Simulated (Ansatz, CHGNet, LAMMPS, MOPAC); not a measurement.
Ladder of methods for the elastic constant C12 of rutile SnO2

Reference value: 177 GPa (measured, temperature not stated, not corrected to a static lattice; as tabulated in Oses et al. (2018), arXiv:1811.08464).

Problem. What do ionic model grimes2000, PM7 semi-empirical Hartree-Fock (MOPAC), CHGNet 0.3.0, LDA, PBE, r²SCAN, PBE0 give, and how far is each from the reference?

Solution. 
| level (code) | value (GPa) | cell (Å³/atom) | difference (%) |
|---|---|---|---|
| ionic model grimes2000 (shell model, LAMMPS) | 270 | 11.63 | +53 |
| PM7 semi-empirical Hartree-Fock (MOPAC) | 188 | 11.47 | +6.2 |
| CHGNet 0.3.0 | 132 | 12.59 | -25 |
| LDA (Ansatz) | 179 | 11.86 | +1.1 |
| PBE (Ansatz) | 140 | 12.58 | -21 |
| r²SCAN (Ansatz) | 174 | 12.09 | -1.7 |
| PBE0 (Ansatz) | 175 | 12.01 | -1.1 |

The reference's temperature isn't stated, so close values are not ranked against it. Off by more than 25 %, or 35 % on the side where a correction would as a rule narrow the miss (bounds picked here): ionic model grimes2000 (+53 %), CHGNet 0.3.0 (-25 %).

The reference isn't brought to a static lattice, while the calculations are for one, so the differences are not the levels' errors alone.  PM7 semi-empirical Hartree-Fock (MOPAC): the method was fitted mainly to molecules. PM7 semi-empirical Hartree-Fock (MOPAC): the run uses a supercell at the zone centre in place of a k mesh. Each level is taken at its own relaxed cell. Cutoffs differ between the levels. Ansatz's density-functional and Hartree–Fock values are scalar-relativistic unless marked +SOC, with PAW data made under PBE.

Empirical potentials (ionic model grimes2000) are fitted to chosen data: where that held the value shown, agreement is built in, and what lay outside the fit can be far off. Machine-learned potentials (CHGNet 0.3.0) are trained on DFT data: a solid inside that data is no test of them.

Differences are worked out from the printed values.

Ansatz is a program for electronic structure.
